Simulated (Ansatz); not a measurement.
Geometry optimisation, Ansatz, RKS r2SCAN-D4/def2-SVP.

input.yaml

```yaml
crystal:
  periodic: [false, false, false]
  atoms:
    - { symbol: B, position_ang: [0.130213, -0.288325, 0.192228] }
    - { symbol: H, position_ang: [0.00449, -0.969724, 1.166216] }
    - { symbol: "N", position_ang: [1.513865, 0.082719, -0.162449] }
    - { symbol: H, position_ang: [2.29741, -0.189456, 0.412462] }
    - { symbol: H, position_ang: [1.766099, 0.687925, -0.93308] }
    - { symbol: "N", position_ang: [-0.984186, 0.123826, -0.563286] }
    - { symbol: H, position_ang: [-1.92853, -0.133438, -0.314985] }
    - { symbol: H, position_ang: [-0.922461, 0.686472, -1.401706] }
basis:
  gaussian: { orbitals: def2-SVP }
hamiltonian:
  xc: r2scan
  dispersion: d4
relax:
  f_tol: 0.03
  max_steps: 50
output:
  orbitals: {}
```

Run as:

```bash
$ ansatz run input.yaml --threads 1 --pin off --max-ram 2048MiB --backend cpu --events-out ev --progress --plain --runs-dir out
```

**Question.** Where does it end, and by what steps?

**Answer.** It converged. After 3 steps the energy has fallen by 0.072 eV; B1 moved furthest, 0.04 Å.

| step | energy less start (eV) | largest force component (eV/Å) | accepted |
| --- | --- | --- | --- |
| 0 | 0.0000 | 2.109 | yes |
| 1 | -0.0602 | 0.983 | yes |
| 2 | -0.0715 | 0.130 | yes |
| 3 | -0.0723 | 0.022 | yes |

```xyz
8
Properties=species:S:1:pos:R:3
B 0.164 -0.276 0.189
H -0.011 -0.969 1.169
N 1.487 0.095 -0.146
H 2.283 -0.196 0.403
H 1.736 0.670 -0.941
N -0.962 0.123 -0.567
H -1.901 -0.147 -0.315
H -0.919 0.702 -1.397
```

The run took 11 s on 1 thread of Arm Neoverse V2 (shared host), peak memory 0.12 GiB.
